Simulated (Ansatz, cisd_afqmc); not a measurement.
Species: SiH$_{3}$, charge 0, doublet. SiH3 (SMILES [SiH3], doublet).
B3LYP-D3(BJ)/def2-TZVP minimum from Ansatz (a first-principles code):
```
Si
H 1 1.4828
H 1 1.4828 2 111.02
H 1 1.4828 2 111.02 3 124.02
```
Charge 0, spin multiplicity 2.

Total energies in aug-cc-pV(D+d)Z, 7 correlated electrons, 5 frozen orbitals. Radicals and triplets start from unrestricted determinants; spin-orbit coupling is neglected. Cores are frozen in correlated methods. No relativity. The Monte Carlo rows (phaseless AFQMC, CISD trial, step 0.005/hartree) carry one-sigma bars that omit the constraint's bias. Outlying blocks are dropped, and bars are widened where a walk drifts. Over all cases where full CI ran beside it in this data, AFQMC minus full CI had a median of +0.1 mEh and passed +0.4 mEh in a tenth of the cases.

```json
[
 {"method": "HF", "program": "Ansatz", "energy (Eh)": "-290.63112", "minus CCSDTQ (mEh)": "129.74"},
 {"method": "MP2", "program": "Ansatz", "energy (Eh)": "-290.72970", "minus CCSDTQ (mEh)": "31.16"},
 {"method": "CCSD", "program": "Ansatz", "energy (Eh)": "-290.75743", "minus CCSDTQ (mEh)": "3.43"},
 {"method": "CCSD(T)", "program": "Ansatz", "energy (Eh)": "-290.76006", "minus CCSDTQ (mEh)": "0.80"},
 {"method": "CCSDT(Q)", "program": "Ansatz", "energy (Eh)": "-290.76085", "minus CCSDTQ (mEh)": "0.01"},
 {"method": "CCSDTQ", "program": "Ansatz", "energy (Eh)": "-290.76086", "minus CCSDTQ (mEh)": "0.00"},
 {"method": "AFQMC/CISD", "program": "cisd_afqmc", "energy (Eh)": "-290.7607 ± 0.0001", "minus CCSDTQ (mEh)": "0.1 ± 0.1"}
]
```

Rough core times of Ansatz's runs on a shared machine: CCSD(T) under 20 s, CCSDT(Q) 20 s, CCSDTQ 10 min.
